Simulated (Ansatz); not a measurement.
# CH₄OS (SMILES OCS): functionals against CCSD(T) at one geometry

The atoms stand at a structure displaced at random from a GFN2-xTB minimum. How far do the functionals agree with CCSD(T) there?

Computed with Ansatz 0.2.0, Gaussian basis. Level: single points in def2-TZVPP.

Cores are frozen in the correlated methods.

## Step 1: The starting structure

SMILES `OCS`, 7 atoms, charge 0, spin multiplicity 1.

Atoms are counted from 1 here; the program's logs count them from 0.

Bond lengths: O1–C2 1.272 Å, O1–H4 1.077 Å, C2–S3 1.708 Å, C2–H5 1.113 Å, C2–H6 1.018 Å, S3–H7 1.520 Å. Angles: C2–O1–H4 109.3°, O1–C2–S3 114.6°, O1–C2–H5 106.2°, O1–C2–H6 101.5°, S3–C2–H5 113.8°, S3–C2–H6 114.2°, H5–C2–H6 105.4°, C2–S3–H7 105.0°.

Coordinates:

```xyz
7
charge 0, multiplicity 1
O    -1.11680   -0.42970   -0.15830
C    -0.18150    0.41710    0.00640
S     1.38470   -0.25880    0.08710
H    -1.01830   -0.88450   -1.12930
H    -0.30210    1.17410   -0.80000
H    -0.47910    0.88350    0.86040
H     1.38500   -1.10170    1.35200
```

## Step 2: CCSD(T)/def2-TZVPP

The input, run/in.yaml:

```yaml
crystal:
  periodic: [false, false, false]
  atoms:
    - {symbol: O, position_ang: [-1.116800, -0.429700, -0.158300]}
    - {symbol: C, position_ang: [-0.181500, 0.417100, 0.006400]}
    - {symbol: S, position_ang: [1.384700, -0.258800, 0.087100]}
    - {symbol: H, position_ang: [-1.018300, -0.884500, -1.129300]}
    - {symbol: H, position_ang: [-0.302100, 1.174100, -0.800000]}
    - {symbol: H, position_ang: [-0.479100, 0.883500, 0.860400]}
    - {symbol: H, position_ang: [1.385000, -1.101700, 1.352000]}
basis:
  gaussian: {orbitals: def2-TZVPP}
correlation: {method: ccsd_t}
output: {forces: true}
```

The command line of these runs was not kept.

## Step 3: PBE0-D4/def2-TZVPP

Changes to run/in.yaml since step 2:

```diff
@@ -12,3 +12,3 @@
   gaussian: {orbitals: def2-TZVPP}
-correlation: {method: ccsd_t}
-output: {forces: true}
+hamiltonian: {xc: pbe0, dispersion: d4}
+output: {forces: true, orbitals: {seedname: orbitals}}
```

## Step 4: wB97M-V/def2-TZVPP

Changes to run/in.yaml since step 3:

```diff
@@ -12,3 +12,3 @@
   gaussian: {orbitals: def2-TZVPP}
-hamiltonian: {xc: pbe0, dispersion: d4}
-output: {forces: true, orbitals: {seedname: orbitals}}
+hamiltonian: {xc: {name: wB97M-V}}
+output: {forces: true}
```

## Step 5: r2SCAN-D4/def2-TZVPP

Changes to run/in.yaml since step 4:

```diff
@@ -12,3 +12,3 @@
   gaussian: {orbitals: def2-TZVPP}
-hamiltonian: {xc: {name: wB97M-V}}
+hamiltonian: {xc: r2scan, dispersion: d4}
 output: {forces: true}
```

## Step 6: PBE-D4/def2-TZVPP

Changes to run/in.yaml since step 5:

```diff
@@ -12,3 +12,3 @@
   gaussian: {orbitals: def2-TZVPP}
-hamiltonian: {xc: r2scan, dispersion: d4}
+hamiltonian: {xc: pbe, dispersion: d4}
 output: {forces: true}
```

## Step 7: B97M-V/def2-TZVPP

Changes to run/in.yaml since step 6:

```diff
@@ -12,3 +12,3 @@
   gaussian: {orbitals: def2-TZVPP}
-hamiltonian: {xc: pbe, dispersion: d4}
+hamiltonian: {xc: {name: B97M-V}}
 output: {forces: true}
```

## Step 8: BLYP-D4/def2-TZVPP

Changes to run/in.yaml since step 7:

```diff
@@ -12,3 +12,3 @@
   gaussian: {orbitals: def2-TZVPP}
-hamiltonian: {xc: {name: B97M-V}}
+hamiltonian: {xc: {name: BLYP}, dispersion: d4}
 output: {forces: true}
```

(Steps that only read results are left out.)

Q: Predict the outcome of this session. Wanted: energy less free atoms, CCSD(T)/def2-TZVPP; RMS force component; RMS force error; HOMO and LUMO, PBE0-D4; T1 diagnostic.

The runs gave:

| quantity | value |
| --- | --- |
| energy less free atoms, CCSD(T)/def2-TZVPP | -521.5 kcal/mol |
| RMS force component | 2.774 to 2.960 eV/Å over the methods |
| RMS force error | PBE0-D4 0.216, wB97M-V 0.097, r2SCAN-D4 0.175, PBE-D4 0.286, B97M-V 0.227, BLYP-D4 0.271 eV/Å |
| HOMO and LUMO, PBE0-D4 | -7.02 and -0.18 eV |
| T1 diagnostic | 0.011 |

In words: Against CCSD(T) the functionals' energies less atoms differ by -32.5 to -17.0 kcal/mol, PBE-D4 by -32.5 kcal/mol. The reference is not at the basis limit: in triple zeta CCSD(T) underbinds, which counts against methods that bind more; the gaps are no ranking. The forces of wB97M-V come nearest to CCSD(T), those of PBE-D4 are farthest. Frozen-core CCSD(T) forces in triple zeta carry basis errors of their own, and this is one geometry, so small gaps rank nothing.
